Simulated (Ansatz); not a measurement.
## B–CH2, doublet: the ladder up to RCCSDTQ

Geometry: that of the B–CH2, quartet, kept fixed.

```csv
atom,x (Å),y (Å),z (Å)
B,0.0000,0.0000,0.8988
C,0.0000,0.0000,-0.6066
H,0.0000,-0.9127,-1.2064
H,0.0000,0.9127,-1.2064
```

Basis 6-31G; Ansatz 0.2.0. Only valence electrons are correlated (noble-gas cores frozen), which leaves 9 electrons in 20 orbitals. R marks a restricted (for open shells ROHF) determinant, U an unrestricted one. Active spaces: valence = (9e, 10o) chosen from the atoms' valence shells.

Full CI isn't at hand for all of this; RCCSDTQ serves as the reference, and is uncertain by about the last step of the cluster series. The frozen core follows each run's orbitals, which can shift R against U totals by a few meV.

Unrestricted rows (U) aren't spin-pure: their determinants' ⟨S²⟩ exceeds S(S+1) by up to 0.42, so they mix in states of higher spin. For open shells CISD and CISDTQ are restricted-active-space CI with the open shells as a complete middle space.

```
UHF ⟨S²⟩                          : 1.169
T1 diagnostic (RCCSD)             : 0.0302
largest doubles amplitude (RCCSD) : 0.171
T1 diagnostic (UCCSD)             : 0.0719
```

| level | E − E(RCCSDTQ) (kcal/mol) | share of correlation (%) | wall time |
| --- | --- | --- | --- |
| RHF | 102.33 | 0.00 | – |
| UHF | 93.33 | 8.80 | – |
| RMP2 | 20.06 | 80.40 | – |
| UMP2 | 26.57 | 74.03 | – |
| CISD | 10.58 | 89.66 | 0.45 s |
| RCCSD | 4.06 | 96.03 | – |
| UCCSD | 3.97 | 96.12 | – |
| RCCSD(T) | 0.68 | 99.34 | 0.63 s |
| UCCSD(T) | 1.06 | 98.96 | 1.5 s |
| BCCD(T) | 0.75 | 99.26 | 0.72 s |
| RCCSDT | 0.20 | 99.80 | – |
| UCCSDT | 0.18 | 99.83 | – |
| CISDTQ | 0.48 | 99.53 | 8.5 s |
| RCCSDT(Q) | -0.02 | 100.02 | 3.1 s |
| UCCSDT(Q) | -0.07 | 100.07 | 3.9 s |
| CASSCF (valence space) | 25.89 | 74.70 | – |
| NEVPT2 (valence space) | 6.58 | 93.57 | 4.5 s |
| MRCISD (valence space) | 0.93 | 99.09 | – |
| MRCISD+Q (valence space) | 0.38 | 99.63 | 7 s |

The correlation energy at RCCSDTQ, counted from RHF, is -4.438 eV. That run took 37 s on 1 thread of INTEL XEON PLATINUM 8581C, shared host.

Times hold each run's SCF and search for its determinant on a shared host, so for small cases they say little of a method's own cost; they ran on 1 thread of INTEL XEON PLATINUM 8581C.

Natural occupations of CASSCF (valence space) about the gap: 1.980 1.968 1.964 1.890 1.003 0.111 0.024 0.022 0.021 0.016; effectively unpaired electrons, Σ n²(2−n)², 1.10.
